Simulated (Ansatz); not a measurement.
Basis-set extrapolation for C2H3N3, SMILES `c1nc[nH]n1` (PBE0-D4/def2-TZVP geometry, frozen core, Ansatz). Multiplicity 1, RHF reference.

|  | def2-TZVPP | def2-QZVPP |
| --- | --- | --- |
| HF | -240.898910 | -240.909555 |
| MP2 correlation | -0.913301 | -0.975323 |
| CCSD(T) correlation | -0.964741 | not run |

Energies in hartree. Use E(X) = E(∞) + A·exp(−7.88·√X) for Hartree–Fock and E(X) = E(∞) + B·X^(−2.97) for correlation, with X = 3 and 4, and add CCSD(T) minus MP2 of the smaller set to the MP2 limit.

What is the CCSD(T) energy at the basis-set limit?

HF limit: -240.909555 + (-0.010645) × 0.13774 = -240.91102. MP2 limit: -0.975323 + (-0.062022) × 0.74074 = -1.02127. Higher-order term: -0.964741 − (-0.913301) = -0.05144. Total: -241.98373 hartree, 315.3 kJ/mol below CCSD(T)/def2-TZVPP.
